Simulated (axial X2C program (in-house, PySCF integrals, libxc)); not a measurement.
# Nuclear properties of P₂⁻

Computed with an in-house all-electron X2C program for linear molecules (integrals from PySCF): two-component X2C with atomic mean-field Coulomb and Gaunt terms, Gaussian nuclei, basis P dyall-av3z with contracted cores.

R = 1.975 Å (near the PBE0 minimum at charge -1 of the determinant lowest at the starting distance; the state shown can have its own minimum elsewhere).

Determinant lowest in the PBE0 search, Ω = 1/2 (⟨Sz⟩ = -0.50, ⟨Lz⟩ = 1.00 at PBE0), spin on the atoms P -0.25, P -0.25:

```json
{"level": "PBE0", "A∥/gI P (MHz)": "392", "qzz P (a.u.)": "-0.77"}
{"level": "HF", "A∥/gI P (MHz)": "367", "qzz P (a.u.)": "-0.96"}
{"level": "BP86", "A∥/gI P (MHz)": "382", "qzz P (a.u.)": "-0.72"}
{"level": "BHandHLYP", "A∥/gI P (MHz)": "383", "qzz P (a.u.)": "-0.84"}
{"level": "TPSSh", "A∥/gI P (MHz)": "363", "qzz P (a.u.)": "-0.72"}
```

Determinant 0.03 eV from it at PBE0 and this distance, Ω = 3/2 (⟨Sz⟩ = 0.50, ⟨Lz⟩ = 1.00 at PBE0), spin on the atoms P 0.25, P 0.25:

| level | A∥/gI P (MHz) | qzz P (a.u.) |
| --- | --- | --- |
| PBE0 | 75.9 | -0.77 |
| HF | 98.8 | -0.97 |
| BP86 | 71.6 | -0.73 |
| BHandHLYP | 90.5 | -0.85 |
| TPSSh | 80.1 | -0.73 |

A∥ (defined per Ω) follows by multiplying with gI = μI/(I μN); qzz is the electric field gradient, eQq0 = 234.96 MHz × Q/barn × qzz. The operators were transformed with the bare-nucleus X2C matrices; with these basis sets, hyperfine constants and field gradients can be off by tens of per cent, and where levels differ in sign neither size nor sign is settled.

With gI(31P) = 2.2632 (g factors from the IAEA table of nuclear moments by Stone), turn the PBE0 values of the first state into constants in MHz.

A∥(31P) = 392 × 2.2632 = 887 MHz.

Each state is one determinant with collinear spin. Unrestricted Hartree–Fock can overshoot spin polarisation at the nuclei. For an anion, determinants above electron detachment, or with a positive highest level, are held by the basis set. The search compared states at one distance, so a state with another bond length can lie lower. Further determinants of the search, some of them spin-mixed, are not shown. PBE0 term energies can be off by some tenths of an eV.
